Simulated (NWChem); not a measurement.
The numbers come from NWChem runs, not from measurements. System: P, charge 0, spin multiplicity 4. Its SCF solution wasn't tested for a lower state. Level: UB3LYP/def2-TZVPD, VWN1-RPA local correlation.

The NWChem input:

```
start mol
memory heap 200 mb stack 900 mb global 1100 mb
geometry units angstroms nocenter noautoz
  P      0.000000     0.000000     0.000000
  symmetry group D2h
end
basis spherical
  * library def2-tzvpd
end
dft
  xc b3lyp
  odft
  mult 4
  semidirect memsize 60000000 filesize 0
  iterations 100
end
task dft energy
```

NWChem printed:

```
             Northwest Computational Chemistry Package (NWChem) 7.3.0
             --------------------------------------------------------

                                NWChem Input Module
                                -------------------

 Scaling coordinates for geometry "geometry" by  1.889725989
 (inverse scale =  0.529177249)

                             Geometry "geometry" -> ""
                             -------------------------

 Output coordinates in angstroms (scale by  1.889725989 to convert to a.u.)

  No.       Tag          Charge          X              Y              Z
 ---- ---------------- ---------- -------------- -------------- --------------
    1 P                   15.0000     0.00000000     0.00000000     0.00000000

 Effective nuclear repulsion energy (a.u.)       0.0000000000

            Nuclear Dipole moment (a.u.)
            ----------------------------
        X                 Y               Z
 ---------------- ---------------- ----------------
     0.0000000000     0.0000000000     0.0000000000

      Symmetry information
      --------------------

 Group name             D2h
 Group number             26
 Group order               8
 No. of unique centers     1

      Symmetry unique atoms

     1


 Summary of "ao basis" -> "" (spherical)
 ------------------------------------------------------------------------------
       Tag                 Description            Shells   Functions and Types
 ---------------- ------------------------------  ------  ---------------------
 *                         def2-tzvpd                 on all atoms

                                 NWChem DFT Module
                                 -----------------

 Summary of "ao basis" -> "ao basis" (spherical)
 ------------------------------------------------------------------------------
       Tag                 Description            Shells   Functions and Types
 ---------------- ------------------------------  ------  ---------------------
 P                         def2-tzvpd               15       43   6s5p3d1f

 Summary of "ao basis" -> "ao basis" (spherical)
[...]
              MO Center= -4.8D-23,  9.7D-33, -2.3D-34, r^2= 8.3D-02
   Bfn.  Coefficient  Atom+Function         Bfn.  Coefficient  Atom+Function
  ----- ------------  ---------------      ----- ------------  ---------------
     7      0.717343  1 P  px                10      0.342027  1 P  px
    13      0.073454  1 P  px

 Vector    5  Occ=1.000000D+00  E=-4.726221D+00  Symmetry=b2u
              MO Center=  5.5D-34, -3.2D-17,  5.4D-34, r^2= 8.3D-02
   Bfn.  Coefficient  Atom+Function         Bfn.  Coefficient  Atom+Function
  ----- ------------  ---------------      ----- ------------  ---------------
     8      0.717343  1 P  py                11      0.342027  1 P  py
    14      0.073454  1 P  py

 Vector    6  Occ=1.000000D+00  E=-4.829349D-01  Symmetry=ag
              MO Center= -6.2D-41, -3.6D-35, -1.1D-35, r^2= 1.2D+00
   Bfn.  Coefficient  Atom+Function         Bfn.  Coefficient  Atom+Function
  ----- ------------  ---------------      ----- ------------  ---------------
     4      0.724025  1 P  s                  3     -0.454633  1 P  s
     5      0.426566  1 P  s                  2      0.094251  1 P  s
     1      0.079970  1 P  s                  6      0.036821  1 P  s

 Vector    7  Occ=0.000000D+00  E=-1.170448D-01  Symmetry=b1u
              MO Center=  2.2D-33,  2.2D-33, -5.0D-26, r^2= 2.1D+00
   Bfn.  Coefficient  Atom+Function         Bfn.  Coefficient  Atom+Function
  ----- ------------  ---------------      ----- ------------  ---------------
    21      0.528131  1 P  pz                18      0.412825  1 P  pz
    15      0.224910  1 P  pz                 9     -0.179686  1 P  pz
    12     -0.080784  1 P  pz

 Vector    8  Occ=0.000000D+00  E=-1.170448D-01  Symmetry=b2u
              MO Center=  6.9D-34, -9.3D-27,  3.8D-33, r^2= 2.1D+00
   Bfn.  Coefficient  Atom+Function         Bfn.  Coefficient  Atom+Function
  ----- ------------  ---------------      ----- ------------  ---------------
    20      0.528131  1 P  py                17      0.412825  1 P  py
    14      0.224910  1 P  py                 8     -0.179686  1 P  py
    11     -0.080784  1 P  py

 Vector    9  Occ=0.000000D+00  E=-1.170448D-01  Symmetry=b3u
              MO Center=  2.9D-28,  1.2D-32,  6.9D-33, r^2= 2.1D+00
   Bfn.  Coefficient  Atom+Function         Bfn.  Coefficient  Atom+Function
  ----- ------------  ---------------      ----- ------------  ---------------
    19      0.528131  1 P  px                16      0.412825  1 P  px
    13      0.224910  1 P  px                 7     -0.179686  1 P  px
    10     -0.080784  1 P  px

   alpha - beta orbital overlaps
   -----------------------------

   alpha      1      2      3      4      5      6      7      8      9     10
    beta      1      2      3      5      4      6      7      8      9     10
 overlap   1.000  1.000  1.000  1.000  1.000  1.000  0.994  0.994  0.994  0.999

   alpha     11     12     13     14     15     16     17     18     19     20
    beta     11     12     13     14     15     16     17     18     19     21
 overlap   0.994  0.994  0.994  0.994  0.994  0.994  0.994  0.994  0.994  0.994

   alpha     21     22     23     24     25     26     27     28     29     30
    beta     20     22     23     24     30     31     32     33     34     35
 overlap   0.994  0.994  0.994  0.999  1.000  1.000  1.000  1.000  1.000  1.000

   alpha     31     32     33     34     35     36     37     38     39     40
    beta     36     25     27     26     28     29     37     38     39     40
 overlap   1.000  1.000  1.000  1.000  1.000  1.000  1.000  1.000  1.000  1.000

   alpha     41     42     43
    beta     41     42     43
 overlap   1.000  1.000  1.000

     --------------------------
     Expectation value of S2:
     --------------------------
      <S2> =      3.7506 (Exact =     3.7500)

 Task  times  cpu:        0.7s     wall:        0.7s

 Total times  cpu:        0.7s     wall:        0.7s
```
